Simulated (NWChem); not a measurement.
## Total energies of acetonitrile (C2H3N)

```xyz
6

C      0.0096    -1.1749     0.0000
C     -0.0023     0.2783     0.0000
N     -0.0118     1.4351     0.0000
H     -0.5029    -1.5596     0.8932
H     -0.5029    -1.5596    -0.8932
H      1.0441    -1.5468     0.0000
```
Charge 0, spin multiplicity 1.

Everything below was run with NWChem. All single points use one geometry, from PBE0/def2-SVP, a minimum by its harmonic frequencies.

Basis set: def2-SVP (57 functions).

```json
[
 {"method": "RHF", "total energy (Ha)": "-131.82440"},
 {"method": "MP2", "total energy (Ha)": "-132.24855"},
 {"method": "B2PLYP", "total energy (Ha)": "-132.51552"},
 {"method": "PBE", "total energy (Ha)": "-132.48353"},
 {"method": "B3LYP", "total energy (Ha)": "-132.65482"},
 {"method": "LDA (SVWN5)", "total energy (Ha)": "-131.47284"},
 {"method": "CCSD(T)", "total energy (Ha)": "-132.28605"}
]
```

Total energies of different functionals aren't comparable as a measure of quality: only differences taken within one method are. 

The correlated methods keep 3 core orbitals frozen. B3LYP has NWChem's definition, with VWN1-RPA local correlation. Coupled-cluster values serve here as a point of comparison, not as the truth.
